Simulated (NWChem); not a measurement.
# propane (C3H8); SMILES CCC

Program: NWChem. Coordinates come from a PBE0/def2-SVP optimisation.

Diagonal of the polarisability tensor at PBE/def2-SVPD, static: 46.09, 38.68, 40.95 bohr³.

Task: Find the mean polarisability volume, the molar refraction, and the refractive index that an ideal gas of it would have at 273.15 K and 1 atm.

Result: 
1. Mean: one third of the trace = 41.91 bohr³ × 0.14818 Å³/bohr³ = 6.21 Å³.
2. Molar refraction (Lorentz-Lorenz): (4π/3) N_A α = 15.7 cm³/mol.
3. Number density p/kT = 2.687 × 10⁻⁵ Å⁻³; n − 1 = 2π N α = 10.48 × 10⁻⁴.
4. These hold the electronic response alone: vibrational and orientational terms add to the static dielectric constant.
